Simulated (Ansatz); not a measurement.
Basis-set series for C3H9OP (`CP(C)(C)=O`). Charge 0, multiplicity 1. All single points use the PBE0-D4/def2-TZVP geometry.

```xyz
14

C    -1.415    0.756    0.419
P     0.043   -0.308    0.520
C    -0.052   -1.361   -0.946
C     1.441    0.794    0.207
O     0.147   -1.059    1.790
H    -2.309    0.139    0.529
H    -1.463    1.298   -0.528
H    -1.387    1.470    1.244
H    -0.923   -2.012   -0.856
H     0.842   -1.987   -0.988
H    -0.129   -0.778   -1.866
H     1.336    1.333   -0.736
H     2.357    0.202    0.186
H     1.514    1.511    1.027
```

```tsv
functional	basis	functions	energy (Eh)	HOMO (eV)	LUMO (eV)
PBE0-D4	def2-SVP	119	-535.74664	-7.19	1.29
PBE0-D4	def2-QZVPP	568	-536.13734	-7.54	0.32
ωB97M-V	def2-SVP	119	-535.96311	-9.54	2.87
ωB97M-V	def2-QZVPP	568	-536.36613	-9.93	1.47
```

(1) Give the rows for def2-TZVPP. (Best estimate.)

## Answers

(1) Ansatz gave: 
```csv
functional,basis,functions,energy (Eh),HOMO (eV),LUMO (eV)
PBE0-D4,def2-TZVPP,292,-536.11387,-7.50,0.70
ωB97M-V,def2-TZVPP,292,-536.34345,-9.88,2.09
```

Positive LUMOs are unbound and depend on the basis.
